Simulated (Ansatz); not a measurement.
## Ansatz (development build ahead of 0.2.0) run

```yaml
crystal:
  periodic: [false, false, false]
  atoms:
    - { symbol: C, position_ang: [-0.01255, -0.3799, -0.05393] }
    - { symbol: O, position_ang: [-0.00303, -0.37363, 1.05192] }
    - { symbol: O, position_ang: [-0.01536, 0.65847, -0.94791] }
    - { symbol: H, position_ang: [-0.01999, -1.29387, -0.68475] }
    - { symbol: H, position_ang: [-0.03995, 1.415, -0.34512] }
basis:
  gaussian: { orbitals: STO-3G }
hamiltonian:
  xc: hf
```

The input is written out in the form of the current development build from the run's settings.

The run gave:

| Item | Value |
| --- | --- |
| Converged | yes |
| Total energy | -186.18406 hartree |
| Spin squared of the determinant | 0.000 |

Caution: no unrestricted run beside it, a lower state can exist.
